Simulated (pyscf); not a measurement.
## Four-centre exchange: `[OH2]` + `[OH][In]([Cl])[Cl]` -> `[OH][In]([Cl])[Cl]` + `[OH2]`

Gas phase, singlet surface, charge 0. Bonds broken: O1–H7, In2–O6. Bonds formed: O1–In2, O6–H7. PySCF, gas phase, ωB97X-D3(BJ)/def2-SVP geometries.

Transition state (Å):

```xyz
8

O     -1.2654     0.0811     0.2041
In     0.6064     1.1146     0.2969
Cl     0.6717     2.8625     1.8172
Cl     1.6834     1.1620    -1.7543
H     -1.5889    -0.2575    -0.6402
O      0.6092    -0.7962     1.2597
H     -0.5282    -0.6727     0.8247
H      0.6813    -0.8525     2.2207
```

One imaginary mode, 960i cm⁻¹; descent along it reached the two sides named, in the forms told below.

```csv
bond,change,reactant side (Å),saddle,product side
O1–H7,breaks,0.984,1.223,1.966
In2–O6,breaks,2.014,2.140,2.286
O1–In2,forms,2.285,2.140,2.014
O6–H7,forms,1.965,1.224,0.984
```

Electronic energies relative to the separated reactants (eV):

```
level                   barrier  reaction energy  reverse barrier
----------------------  -------  ---------------  ---------------
ωB97X-D3(BJ)/def2-TZVP    -0.63             0.00            -0.63
PBE/def2-TZVP             -0.57             0.00            -0.57
r²SCAN/def2-TZVP          -0.68             0.00            -0.68
B3LYP-D3(BJ)/def2-TZVP    -0.55             0.00            -0.55
PBE0-D3(BJ)/def2-TZVP     -0.63             0.00            -0.63
M06-2X/def2-TZVP          -0.72             0.00            -0.72
ωB97M-D3(BJ)/def2-TZVP    -0.56             0.00            -0.56
HF/def2-TZVP              -0.16             0.00            -0.16
```

With ωB97M-D3(BJ)/def2-TZVP energies and thermal terms (ideal gas, 1 atm, RRHO with modes under 100 cm⁻¹ raised to 100, one conformer, R ln 2 for chiral ones without a mode under 150 cm⁻¹), in eV:

```json
[
 {"T (K)": "298", "ΔH‡": "-0.61", "ΔG‡": "-0.09", "ΔH": "0.00", "ΔG": "0.00"},
 {"T (K)": "600", "ΔH‡": "-0.61", "ΔG‡": "0.43", "ΔH": "0.00", "ΔG": "0.00"},
 {"T (K)": "900", "ΔH‡": "-0.58", "ΔG‡": "0.94", "ΔH": "0.00", "ΔG": "0.00"},
 {"T (K)": "1200", "ΔH‡": "-0.55", "ΔG‡": "1.45", "ΔH": "0.00", "ΔG": "0.00"}
]
```

On the reactant side the descent ends in an adduct with a In–O contact, 0.96 eV under the separated species and 0.33 eV under the saddle at ωB97X-D3(BJ)/def2-TZVP. On the product side the descent ends in an adduct with a In–O contact, 0.96 eV under the separated species and 0.33 eV under the saddle at ωB97X-D3(BJ)/def2-TZVP. At ωB97X-D3(BJ)/def2-TZVP, PBE, r²SCAN, B3LYP-D3(BJ), PBE0-D3(BJ), M06-2X, ωB97M-D3(BJ)/def2-TZVP, HF the saddle lies under the separated reactants, which points to a path from their complex (located at ωB97X-D3(BJ) alone). At ωB97X-D3(BJ)/def2-TZVP, PBE, r²SCAN, B3LYP-D3(BJ), PBE0-D3(BJ), M06-2X, ωB97M-D3(BJ)/def2-TZVP, HF the saddle lies under the separated products, which points to a path from their complex (located at ωB97X-D3(BJ) alone). What is counted as formed (In–O) is already present as a longer contact in the reactant adduct; forming that adduct is a step of its own. What is counted as broken (In–O) persists as a longer contact in the product adduct; parting that adduct is a step of its own. One saddle was located; it need not be the lowest between these sides. Elements past Kr carry the def2 core potentials, without spin-orbit coupling.
